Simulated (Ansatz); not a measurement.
Frontier orbitals of `N=C(O)CN`.

| atom | x (Å) | y (Å) | z (Å) |
| --- | --- | --- | --- |
| N1 | 0.9842 | 1.0298 | 1.3101 |
| C2 | 0.4364 | 0.6208 | 0.2478 |
| O3 | -0.0173 | 1.5121 | -0.6529 |
| C4 | 0.1959 | -0.7969 | -0.2078 |
| N5 | -1.1593 | -1.1058 | -0.6165 |
| H6 | 1.2711 | 0.2528 | 1.8969 |
| H7 | 0.1722 | 2.3871 | -0.2875 |
| H8 | 0.4947 | -1.4731 | 0.5961 |
| H9 | 0.8645 | -0.9929 | -1.0528 |
| H10 | -1.8051 | -0.9347 | 0.1447 |
| H11 | -1.4372 | -0.4993 | -1.3781 |

The species carries charge 0 and has multiplicity 1. Geometry: relaxed with PBE0-D4/def2-TZVP. It is one conformer, not always the lowest. Basis def2-TZVPP, Ansatz.

Orbital energies of one run (eV). Highest occupied ones, from the top: -8.56, -9.33, -10.15, -12.23, -12.97, -13.11, -14.22, -15.09, -15.99, -16.81, -19.08, -22.08, -27.44, -28.00. Empty: 1.29, 1.77, 2.49, 2.61, 3.13, 3.89.

Problem. Which functional gave them?
A. BHLYP
B. r2SCAN0
C. BLYP
D. LDA (SPW92)

Solution. A. HOMO energies: BHLYP -8.56, r2SCAN0 -7.30, BLYP -5.49, LDA (SPW92) -5.71 eV.
